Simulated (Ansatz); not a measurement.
# CHF (SMILES [CH]F) at BCCD(T)/STO-3G

Aim: the vertical ionisation energy of CHF at BCCD(T)/STO-3G, from 2 runs. 

Program for the calculation: Ansatz 0.2.0.

55 further runs of the same task are left out: 6 that didn't finish, 49 set aside as unsound or not needed.

## (1) The molecule

CHF: 3 atoms, total charge 0, spin state singlet. SMILES: `[CH]F`. Geometry: relaxed at GFN2-xTB.

Bond lengths: C1–F2 1.316 Å, C1–H3 1.069 Å. Angles: F2–C1–H3 121.3°.

## (2) A single-point energy at BCCD(T)/STO-3G

File input.yaml:

```yaml
crystal:
  periodic: [false, false, false]
  atoms:
    - {symbol: C, position_ang: [-0.128130, -0.359190, -0.106370]}
    - {symbol: F, position_ang: [0.969610, -0.011280, 0.530170]}
    - {symbol: H, position_ang: [-0.841470, 0.370470, -0.423800]}
basis:
  gaussian: {orbitals: STO-3G}
correlation: {method: bccd_t, frozen_orbitals: {C: 1, F: 1, H: 0}}
magnetization: {spin_polarized: false, initial_magnetization: 0}
scf: {omitted_lower_state_checks: [cluster_reference, increment]}
accuracy: high
```

Run with:

```bash
$ ansatz run input.yaml --threads 1 --pin off --max-ram 2610MiB --events-out events.jsonl --progress --plain --runs-dir runs
```

The log of the run (excerpt; [...] marks lines left out):

```text
Warning: RAYON_NUM_THREADS=1 ignored (pool sized by the plan → 1); use --threads N
Functional definition: HF
  name "HF"
[...]
167 factors; integrals over basis functions are off by at most 2.4e-8 eV
[...]
mean field -3696.90058979 eV, -135.8585908255 hartree, gradient 2.5e-8 eV, S^2 0.000000; 0 other end points of the search recorded, 0 dependent functions left out; unrestricted orbitals would lower it
2 core orbitals not correlated: weight in the atoms' cores, before any rotation towards them, 1.000 or more for the frozen orbitals, at most 0.000 for the correlated occupied ones
reference -3696.90058979 eV, -135.8585908255 hartree; 6, 6 occupied and 3, 3 virtual orbitals, 167 factors
second order -1.71422717 eV of doubles, -0.00000000 eV of singles
cycle   1  -1.97705607 eV  change   -2.6e-1 eV  update   8.6e-2
[...]
cycle  25  -2.28552757 eV  change  -6.6e-11 eV  update  1.8e-10
perturbative correction -0.16793569 eV, -0.0061715227 hartree
Total energy: -3699.35405305 eV, -135.9487539374 hartree
Checks for a lower state left out: cluster_reference, increment
```

Run time: 0.18 s. Hardware: 1 thread of Arm Neoverse V1, shared host.

## (3) The doublet cation, same level

File job.yaml:

```yaml
crystal:
  periodic: [false, false, false]
  atoms:
    - {symbol: C, position_ang: [-0.128130, -0.359190, -0.106370]}
    - {symbol: F, position_ang: [0.969610, -0.011280, 0.530170]}
    - {symbol: H, position_ang: [-0.841470, 0.370470, -0.423800]}
basis:
  gaussian: {orbitals: STO-3G}
total_charge: 1
magnetization: {spin_polarized: true, initial_magnetization: 1}
correlation: {method: bccd_t, frozen_orbitals: {C: 1, F: 1, H: 0}}
accuracy: high
scf: {omitted_lower_state_checks: [cluster_reference, increment]}
```

Run with:

```bash
$ ansatz run job.yaml --threads 1 --pin off --max-ram 2610MiB --events-out events.jsonl --progress --plain --runs-dir runs
```

The log of the run (excerpt; [...] marks lines left out):

```text
Warning: RAYON_NUM_THREADS=1 ignored (pool sized by the plan → 1); use --threads N
Functional definition: HF
  name "HF"
[...]
167 factors; integrals over basis functions are off by at most 2.4e-8 eV
[...]
mean field -3690.17679613 eV, -135.6114959661 hartree, gradient 2.2e-8 eV, S^2 0.764609; 3 other end points of the search recorded, 0 dependent functions left out
2 core orbitals not correlated: weight in the atoms' cores, before any rotation towards them, 1.000 or more for the frozen orbitals, at most 0.000 for the correlated occupied ones
reference -3690.17679613 eV, -135.6114959661 hartree; 6, 5 occupied and 3, 4 virtual orbitals, 167 factors
second order -2.24162346 eV of doubles, -0.00000000 eV of singles
cycle   1  -2.26632126 eV  change   -2.5e-2 eV  update   1.2e-1
[...]
cycle  31  -2.65104861 eV  change  -7.4e-10 eV  update  3.9e-10
perturbative correction -0.35275020 eV, -0.0129633307 hartree
Total energy: -3693.18059494 eV, -135.7218835363 hartree
Checks for a lower state left out: cluster_reference, increment
```

Run time: 0.4 s. Hardware: 1 thread of Arm Neoverse V1, shared host.

## (4) Summary of results

At BCCD(T)/STO-3G, 2 core orbitals frozen:

```
                                                   quantity          value
                                  singlet CHF: total energy  -135.94875 Eh
   singlet CHF: correlation energy (2 core orbitals frozen)      -90.2 mEh
                                singlet CHF: (T) correction      -6.17 mEh
                               doublet cation: total energy  -135.72188 Eh
doublet cation: correlation energy (2 core orbitals frozen)     -110.4 mEh
                             doublet cation: (T) correction     -12.96 mEh
          doublet cation: ⟨S²⟩ of the reference determinant          0.765
         vertical ionisation energy (to the doublet cation)       6.173 eV
```

What this shows: Removing an electron at fixed nuclei costs 6.17 eV (142 kcal/mol). In a minimal basis such a difference can be off by several eV, whatever the method. The restricted solution (singlet CHF) is unstable to spin breaking: an unrestricted one lies lower. The triples (singlet CHF) make up 6.8 % of the correlation energy. The triples (doublet cation) make up 11.7 % of the correlation energy.
